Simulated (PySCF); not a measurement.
Species: C₂H₆OP₂.
Bonds: O1–P2 (double), P2–P3, P2–C4, C4–C5, P2–C5. Hydrogens: H6, H7 on P3; H8, H9 on C4; H10, H11 on C5.

The calculation used core-valence-separated Tamm–Dancoff BHandHLYP/aug-pcX-1 (pcseg-1 on H, def2-SVPD on P) in PySCF, non-relativistic, gas phase, PBE0-D3(BJ)/def2-SVP geometry.

Computed oxygen K-edge spectrum, Gaussian lines of 0.6 eV full width, highest printed point 100; it ends one width below the last computed root. BHandHLYP without relativity tends to put these K edges a few eV too low, so spacings mean more than positions.

(photon energy (eV), absorption): (529.4, 1), (529.5, 2), (529.6, 5), (529.7, 12), (529.8, 25), (529.9, 45), (530.0, 68), (530.1, 89), (530.2, 100), (530.3, 96), (530.4, 79), (530.5, 56), (530.6, 34), (530.7, 17), (530.8, 8), (530.9, 3), (531.0, 2), (531.1, 3), (531.2, 6), (531.3, 13), (531.4, 26), (531.5, 44), (531.6, 64), (531.7, 83), (531.8, 95), (531.9, 100), (532.0, 97), (532.1, 89), (532.2, 76), (532.3, 60), (532.4, 43), (532.5, 30), (532.6, 23), (532.7, 22), (532.8, 26), (532.9, 31), (533.0, 35)

Problem. Where are the maxima, and which lines make them up?

Solution. 2 maxima:
- 530.2 eV: O1 (phosphoryl oxygen), 530.22 eV, f = 0.030, 100 % of the height at the exact maximum
- 531.9 eV: O1 (phosphoryl oxygen), 531.78 eV, f = 0.022, 65 % of the height at the exact maximum; O1 (phosphoryl oxygen), 532.16 eV, f = 0.017, 35 % of the height at the exact maximum

Further lines of some strength in the range: O1, 532.96 eV, f = 0.007.

Roots within 0.03 eV on the same or equivalent atoms count as one line; shares under 12 % aren't listed.

Vibrational structure and lifetime widths aren't in the curve. The ionisation threshold wasn't computed; near and above it a finite basis only mimics Rydberg series and continuum.

Conformer computed: `[O:1]=[P:2]1([PH2:3])[CH2:4][CH2:5]1`: H–P3–P2–O1 -44°, H–P3–P2–O1 49°.

One conformer stands for the species.
